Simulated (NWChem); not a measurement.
Correlation energy of Al (+1)

```
Al
```
Charge +1, spin multiplicity 1.

Everything below was run with NWChem.

Basis set: def2-SVP. Each correlation energy counts from its own Hartree-Fock reference.

```csv
method,correlation energy (mHa)
MP2,-25.4
SCS-MP2,-30.5
CCSD,-38.2
CR-CCSD[T],-38.2
CR-CCSD(T),-38.2
CCSDT,-38.2
```

The values span 12.7 mHa, from CCSDT (lowest) to MP2 (highest). 

The correlated methods keep 5 core orbitals frozen. Coupled-cluster values serve here as a point of comparison, not as the truth.
